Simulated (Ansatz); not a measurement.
A made-up structure of CH2ClSi, doublet:

```json
{"atom": "Si1", "x (Å)": "-0.4492", "y (Å)": "0.9879", "z (Å)": "-0.8581"}
{"atom": "C2", "x (Å)": "0.3588", "y (Å)": "-0.1991", "z (Å)": "0.2508"}
{"atom": "Cl3", "x (Å)": "2.0410", "y (Å)": "-0.4556", "z (Å)": "0.3140"}
{"atom": "H4", "x (Å)": "3.0937", "y (Å)": "-1.2568", "z (Å)": "0.4510"}
{"atom": "H5", "x (Å)": "-0.1409", "y (Å)": "-0.6468", "z (Å)": "1.1087"}
```

It is relaxed with PBE-D4/def2-SVP and then PBE0-D4/def2-TZVP (Ansatz 0.2.0). Atoms count as bonded within 1.22 times the sum of their covalent radii (H–H: 0.88 Å). The end point is not checked to be a true minimum.

Problem. Does its bonding change? (Judge from chemistry; the calculation decides.)

Solution. Computed: Yes. Formed: Si1–Cl3, C2–H4; broken: C2–Cl3, Cl3–H4.

Where it ends: The first stage lowers the energy by 4.49 eV in 37 steps. It ends as CH₂ClSi ([CH2][Si][Cl]):
Si1  (1.087, 0.726, -0.521)
C2  (0.411, -0.593, 0.549)
Cl3  (3.143, 0.433, -0.299)
H4  (0.892, -1.564, 0.664)
H5  (-0.629, -0.572, 0.872)
(Å)

Labels in which every atom is bracketed show which atoms are joined, not bond orders.

For scale, one of the runs: PBE0-D4/def2-TZVP relaxation, 117 basis functions, launched by `ansatz run in.yaml --threads 2 --pin off --events-out ev --progress --plain --max-ram 4352MiB`. Hardware: 2 CPU threads of an Arm Neoverse V1, shared host. Wall time about 32 s.
